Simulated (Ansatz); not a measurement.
**UHF/6-31G(d) (spherical functions) run of PH2 (SMILES [PH2])**

What is the energy change on altering one bond length of PH2 at UHF/6-31G* (spherical functions)? 

The calculation is run with Ansatz 0.2.0.

46 further runs of the same task are left out: 46 set aside as unsound or not needed.

## 1. The structure to begin with

PH2: 3 atoms, total charge 0, spin state doublet. As SMILES, `[PH2]`. Geometry: relaxed at GFN2-xTB.

Bond lengths: P1–H2 1.392 Å, P1–H3 1.392 Å. Angles: H2–P1–H3 91.4°.

## 2. The energy at UHF/6-31G(d) (spherical functions)

job.yaml reads:

```yaml
crystal:
  periodic: [false, false, false]
  atoms:
    - {symbol: P, position_ang: [0.514470, -0.302750, 0.252680]}
    - {symbol: H, position_ang: [0.111510, 1.027360, 0.172420]}
    - {symbol: H, position_ang: [-0.625980, -0.724620, -0.425100]}
basis:
  gaussian:
    orbitals: 6-31G_st_-spherical.json
magnetization:
  spin_polarized: true
  initial_magnetization: 1
hamiltonian:
  xc: hf
accuracy: high
```

The basis set 6-31G* is read from a file made from the Basis Set Exchange's data (not shown).

The run is started by

```sh
$ ansatz run job.yaml --threads 1 --pin off --max-ram 2610MiB --events-out events.jsonl --progress --plain --runs-dir runs
```

Log:

```text
Warning: RAYON_NUM_THREADS=1 ignored (pool sized by the plan → 1); use --threads N
Functional definition: HF
  name "HF"
  exchange = exact_x
  correlation = 0
379 factors; integrals over basis functions are off by at most 3.4e-9 eV
mean field evaluation 1: about -9301.6855 eV, gradient 6.3e0 eV
mean field evaluation 2: about -9301.7108 eV, gradient 6.4e0 eV
mean field evaluation 4: about -9302.1523 eV, gradient 5.0e-1 eV
mean field evaluation 8: about -9302.1563 eV, gradient 9.9e-4 eV
mean field -9302.15633124 eV, -341.8479399451 hartree, gradient 8.4e-8 eV, S^2 0.762577; 0 other end points of the search recorded, 0 dependent functions left out
reference -9302.15633124 eV, -341.8479399451 hartree; 9, 8 occupied and 13, 14 virtual orbitals, 379 factors
Total energy: -9302.15633124 eV, -341.8479399451 hartree
```

Run time: 0.16 s. Hardware: 1 thread of Arm Neoverse V1, shared host.

## 3. The distorted shape at the same level

in.yaml reads:

```yaml
crystal:
  periodic: [false, false, false]
  atoms:
    - {symbol: P, position_ang: [0.799546, -0.197296, 0.422103]}
    - {symbol: H, position_ang: [0.396586, 1.132814, 0.341843]}
    - {symbol: H, position_ang: [-0.625980, -0.724620, -0.425100]}
basis:
  gaussian: {orbitals: 6-31G_st_-spherical.json}
magnetization: {spin_polarized: true, initial_magnetization: 1}
hamiltonian: {xc: hf}
accuracy: high
```

The basis set 6-31G* is read from a file made from the Basis Set Exchange's data (not shown).

The run is started by

```sh
$ ansatz run in.yaml --threads 1 --pin off --max-ram 2610MiB --events-out events.jsonl --progress --plain --runs-dir runs
```

Log:

```text
Warning: RAYON_NUM_THREADS=1 ignored (pool sized by the plan → 1); use --threads N
Functional definition: HF
  name "HF"
  exchange = exact_x
  correlation = 0
382 factors; integrals over basis functions are off by at most 3.4e-9 eV
mean field evaluation 1: about -9300.9385 eV, gradient 5.9e0 eV
mean field evaluation 2: about -9300.9563 eV, gradient 5.9e0 eV
mean field evaluation 4: about -9301.3633 eV, gradient 5.4e-1 eV
mean field evaluation 8: about -9301.3740 eV, gradient 3.5e-2 eV
mean field -9301.37404016 eV, -341.8191912781 hartree, gradient 2.4e-8 eV, S^2 0.775655; 0 other end points of the search recorded, 0 dependent functions left out
reference -9301.37404016 eV, -341.8191912781 hartree; 9, 8 occupied and 13, 14 virtual orbitals, 382 factors
Total energy: -9301.37404016 eV, -341.8191912781 hartree
```

Run time: 0.16 s. Hardware: 1 thread of Arm Neoverse V1, shared host.

## 4. Summary of results

At UHF/6-31G* (spherical functions):

```
                                                         quantity          value
                                        first shape: total energy  -341.84794 Eh
                                                first shape: ⟨S²⟩          0.763
                                    distorted shape: total energy  -341.81919 Eh
                                            distorted shape: ⟨S²⟩          0.776
energy change with the P1–H3 bond stretched from 1.392 to 1.740 Å       0.782 eV
```

What this shows: With the P1–H3 bond stretched from 1.392 to 1.740 Å the energy rises by 0.78 eV (18.0 kcal/mol). The first shape isn't relaxed at this level, so the change isn't measured from a minimum.
